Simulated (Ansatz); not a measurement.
Basis sets over 5 cases of the highest harmonic wavenumber at PBE with Ansatz (elements up to F), each against its own reference: (a) the value in aug-cc-pVQZ; (b) the value in aug-pcseg-2; (c) the value in aug-pcseg-3. By their distance from other large sets or by the extrapolation step the references are unsure by up to roughly 7 cm⁻¹ and lie short of the limit. Each level at its own minimum, unscaled; unrestricted open shells; no added dispersion term; no relativity. Cartesian d functions in some cases of 6-31G*, 6-31G**, 6-31+G*. 

Cases are drawn at random; left out are references unsure by over 17 cm⁻¹, runs with very soft modes, doubtful singlets, and cases whose largest runs show a restricted determinant unstable towards unrestricted orbitals, <S^2> over 0.1 too high or, where CCSD(T) ran, T1 over 0.025 (0.045 for open shells). Sets are drawn from those converged to one state in every case.

Cases (SMILES) and reference values:
- [OH] (OH), doublet: 3599 cm⁻¹ (c)
- OO (H2O2): 3647 cm⁻¹ (b)
- O=[B] (B-O), doublet: 1859 cm⁻¹ (c)
- O (H2O): 3808 cm⁻¹ (a)
- C (CH4): 3088 cm⁻¹ (b)

| basis | functions over def2-SVP (largest species, mean of cases) | mean signed deviation (cm⁻¹) | mean absolute | largest | within 50 cm⁻¹ |
|---|---|---|---|---|---|
| def2-SV(P) | 0.8 | -90 | 100 | 164 | 2 of 5 |
| 6-31G* | 0.9 | -29 | 40 | 59 | 2 of 5 |
| pcseg-1 | 1.0 | -19 | 29 | 51 | 4 of 5 |
| def2-SVP | 1.0 | -1 | 21 | 29 | 5 of 5 |
| cc-pVDZ | 1.0 | -40 | 48 | 80 | 2 of 5 |
| 6-31G** | 1.0 | 7 | 9 | 30 | 5 of 5 |
| 6-31+G* | 1.1 | -32 | 38 | 62 | 3 of 5 |
| aug-cc-pVDZ | 1.7 | -15 | 20 | 38 | 5 of 5 |
| 6-311++G(2d,2p) | 2.0 | 10 | 10 | 18 | 5 of 5 |
| cc-pVTZ | 2.3 | -3 | 3 | 5 | 5 of 5 |
| jun-cc-pV(T+d)Z | 2.8 | -3 | 3 | 5 | 5 of 5 |
| def2-TZVPPD | 3.0 | 2 | 5 | 8 | 5 of 5 |
| 6-311++G(3df,3pd) | 3.0 | 6 | 6 | 12 | 5 of 5 |
| aug-cc-pVTZ | 3.7 | -7 | 7 | 10 | 5 of 5 |

Among the sets for which every case ran a larger relative (same family, alike in diffuse functions, listed or not), the smallest listed that holds all cases within 50 cm⁻¹ together with them is def2-SVP, at 1.0 times the functions of def2-SVP, level with 6-31G**. Inside, though some case ran no larger relative to test it: cc-pVTZ, def2-TZVPPD, 6-311++G(3df,3pd), aug-cc-pVTZ. Largest deviations of relatives not listed, over the cases that ran them: 6-311G** 18, def2-TZVP 16, def2-TZVPP 7, cc-pVQZ 2, def2-QZVP 5, def2-QZVPP 5, def2-QZVPPD 3, aug-cc-pVQZ 1 cm⁻¹. A case lies within its reference's uncertainty of the window's edge in pcseg-1. These figures hold for the cases listed.

Ansatz is an electronic-structure program.
